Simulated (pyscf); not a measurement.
Single points on ωB97X-D3(BJ)/def2-SVP structures (PySCF, gas phase).

Q: Estimate by transition-state theory (the high-pressure limit) the rate constant of H₃C–InH–SH → H₃C–In=S + H₂ (singlet surface; H–In, H–S broken, H–H formed) at 1200 K, with ωB97M-D3(BJ)/def2-TZVP energies (ideal gas, 1 atm, RRHO with modes under 100 cm⁻¹ raised to 100, one conformer, R ln 2 for chiral ones without a mode under 150 cm⁻¹; no tunnelling).

A: The electronic barrier is 50.3 kcal/mol and the thermal terms add +1.6, so ΔG‡ = 51.9 kcal/mol. With k_BT/h = 2.50e+13 s⁻¹ and RT = 2.385 kcal/mol, k = 8.7e+03 s⁻¹, a half-life of 8.0e-05 s through this channel alone. Wigner's tunnelling factor for 1733i cm⁻¹ would be 1.18. A shift of 1 kcal/mol in the barrier changes k by a factor 1.5. At the saddle there is also a short H–In contact that neither side keeps. This is the saddle that the search found; another between the same sides may lie lower. Elements past Kr carry the def2 core potentials, without spin-orbit coupling.
